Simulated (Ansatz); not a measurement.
The inner images of a band of CH6BN (9 atoms, charge 0, multiplicity 1) are given out of order.

Computed with RKS BLYP-D4/def2-TZVP in Ansatz.

Initial state:

```xyz
9
Properties=species:S:1:pos:R:3
B 0.419 1.230 -0.116
C 0.288 -0.310 -0.242
N -0.525 -1.017 0.760
H 1.222 1.801 -0.797
H -0.316 1.870 0.585
H -0.103 -0.386 -1.296
H 1.282 -0.785 -0.315
H -0.795 -1.948 0.441
H -1.383 -0.502 0.961
```

Final state:

```xyz
9
Properties=species:S:1:pos:R:3
B 0.328 0.927 0.139
C 0.050 -0.279 -0.846
N -0.282 -0.516 0.625
H 1.446 1.101 0.539
H -0.482 1.809 0.218
H -0.841 -0.329 -1.470
H 0.840 -0.947 -1.189
H 0.297 -1.194 1.114
H -1.267 -0.619 0.853
```

**Question.** Put them in order from the first end to the last, with their energies above the first end.
A.
```xyz
9
Properties=species:S:1:pos:R:3
B 0.446 1.149 -0.028
C 0.111 -0.279 -0.600
N -0.366 -0.779 0.730
H 1.569 1.550 0.073
H -0.456 1.843 0.351
H -0.617 -0.374 -1.420
H 1.008 -0.852 -0.865
H -0.273 -1.790 0.832
H -1.333 -0.515 0.910
```
B.
```xyz
9
Properties=species:S:1:pos:R:3
B 0.448 1.228 -0.106
C 0.237 -0.301 -0.336
N -0.468 -0.963 0.788
H 1.422 1.795 -0.506
H -0.408 1.861 0.450
H -0.313 -0.343 -1.317
H 1.176 -0.839 -0.530
H -0.626 -1.953 0.595
H -1.379 -0.530 0.945
```
C.
```xyz
9
Properties=species:S:1:pos:R:3
B 0.455 1.202 -0.078
C 0.162 -0.292 -0.485
N -0.408 -0.867 0.773
H 1.539 1.700 -0.168
H -0.447 1.854 0.372
H -0.496 -0.381 -1.375
H 1.080 -0.848 -0.720
H -0.438 -1.887 0.738
H -1.359 -0.528 0.924
```
D.
```xyz
9
Properties=species:S:1:pos:R:3
B 0.422 1.061 0.051
C 0.073 -0.263 -0.710
N -0.328 -0.678 0.680
H 1.559 1.371 0.266
H -0.458 1.814 0.361
H -0.716 -0.348 -1.460
H 0.944 -0.858 -1.000
H -0.099 -1.646 0.911
H -1.309 -0.500 0.884
```
E.
```xyz
9
Properties=species:S:1:pos:R:3
B 0.386 0.952 0.148
C 0.046 -0.245 -0.808
N -0.298 -0.580 0.632
H 1.531 1.188 0.419
H -0.449 1.786 0.375
H -0.801 -0.303 -1.488
H 0.881 -0.871 -1.127
H 0.079 -1.464 0.975
H -1.287 -0.508 0.857
```

**Answer.** B (+1.6 kcal/mol), C (+3.3 kcal/mol), A (+2.0 kcal/mol), D (-2.0 kcal/mol), E (-8.1 kcal/mol).

The run took 57 s on 2 threads of Arm Neoverse V2, with other jobs on the host, peak memory 0.18 GiB.
